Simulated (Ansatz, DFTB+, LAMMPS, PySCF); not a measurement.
## Diamond, bulk modulus

Reference value: 455 GPa (measured, 0 K value with the zero-point phonon effect removed; as tabulated in Mejia-Rodriguez and Trickey (2018), arXiv:1807.09216).

```tsv
level (code)	value (GPa)	cell (Å³/atom)	error (%)
COMB comb3 (LAMMPS)	472	5.58	+3.7
DFTB cp2k-nonscc (DFTB+)	484	5.68	+6.4
LDA (Ansatz)	468	5.51	+2.9
PBE (Ansatz)	433	5.70	-4.8
rVV10 (Ansatz)	423	5.76	-7.0
Hartree–Fock (Ansatz)	497	5.60	+9.2
MP2 (PySCF)	471 ± 10	5.52	+3.5
```

Once the reference is moved by up to 1.7 % (a margin picked here for doubts on the reference and the settings) and values within 1.7 % count as equal, the nearest can be LDA (+2.9 %), MP2 (+3.5 %), COMB comb3 (+3.7 %) or PBE (-4.8 %). By the same margin the farthest can be Hartree–Fock (+9.2 %) or rVV10 (-7.0 %). Within 15 %: COMB comb3, DFTB cp2k-nonscc, LDA, PBE, rVV10, Hartree–Fock, MP2.

A ± on a computed value is a rough bar: the spread of its extrapolation, a floor set from checks against published values, or a statistical error. DFTB cp2k-nonscc: this tight-binding set is not self-consistent in the charges. Each level is taken at its own relaxed cell. Cutoffs and k meshes differ between the levels. Ansatz's density-functional and Hartree–Fock values are scalar-relativistic unless marked +SOC, with PAW data made under PBE.

Empirical potentials (COMB comb3) are fitted to chosen data: where that held the value shown, agreement is built in, and what lay outside the fit can be far off.

Differences are worked out from the printed values.

Ansatz is a quantum-chemistry and plane-wave program.
